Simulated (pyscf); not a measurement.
Single points on ωB97X-D3(BJ)/def2-SVP structures (PySCF, gas phase).

Question: For the elementary gas-phase step `[SnH2]` [singlet] + `[SnH4]` + `[OH2]` → `[OH][SnH2][SnH3]` + `[H][H]` (singlet surface; H–Sn, H–O broken, Sn–Sn, O–Sn, H–H formed), what barrier and reaction energy does ωB97M-D3(BJ)/def2-TZVP give, measured from the separated reactants?

Answer: ΔE‡ = 34.9 kJ/mol, ΔE = -122.4 kJ/mol. Zero-point energy shifts the barrier by +13.3 kJ/mol. It is a multi-bond step, with an imaginary mode of 328i cm⁻¹. On the reactant side the descent ends in an adduct with a O–Sn contact (not fully relaxed), 84.6 kJ/mol under the separated species and 76.9 kJ/mol under the saddle at ωB97X-D3(BJ)/def2-TZVP. What is counted as formed (O–Sn) is already present as a longer contact in the reactant adduct; forming that adduct is a step of its own. At ωB97X-D3(BJ) the barrier from the zero used here is -7.7 kJ/mol. One saddle was located; it need not be the lowest between these sides. Elements past Kr carry the def2 core potentials, without spin-orbit coupling.
